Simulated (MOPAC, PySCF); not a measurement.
BCl₃, SMILES `ClB(Cl)Cl`, neutral singlet in the gas phase. 

Cartesian coordinates (Å):
SMILES: B(Cl)(Cl)Cl
```xyz
4

Cl    -0.8728    -1.5072     0.0003
B      0.0000     0.0001    -0.0001
Cl    -0.8688     1.5095    -0.0004
Cl     1.7417    -0.0024     0.0002
```
Charge 0, spin multiplicity 1.

All levels are single points at this geometry (r2SCAN-D4/def2-TZVP); Pople sets use spherical d functions. Orbital energies aren't observables, and empty levels follow the basis.

M06-2X/6-31G* in PySCF gives gap (eV) = 9.63.

Q: Estimate the gap (eV) from each of these levels: PBE-D3(BJ)/def2-TZVP in PySCF; r2SCAN-D4/def2-TZVP in PySCF; B3LYP/6-31G* in PySCF; B3LYP/LANL2DZ in PySCF; BP86/6-31G* in PySCF; SVWN5/6-31G* in PySCF; HF/STO-3G in PySCF; AM1 in MOPAC.

A: 
| level | gap (eV) |
|---|---|
| PBE-D3(BJ)/def2-TZVP in PySCF | 5.03 |
| r2SCAN-D4/def2-TZVP in PySCF | 5.66 |
| B3LYP/6-31G* in PySCF | 6.96 |
| B3LYP/LANL2DZ in PySCF | 7.01 |
| BP86/6-31G* in PySCF | 5.09 |
| SVWN5/6-31G* in PySCF | 4.95 |
| HF/STO-3G in PySCF | 15.96 |
| AM1 in MOPAC | 11.18 |
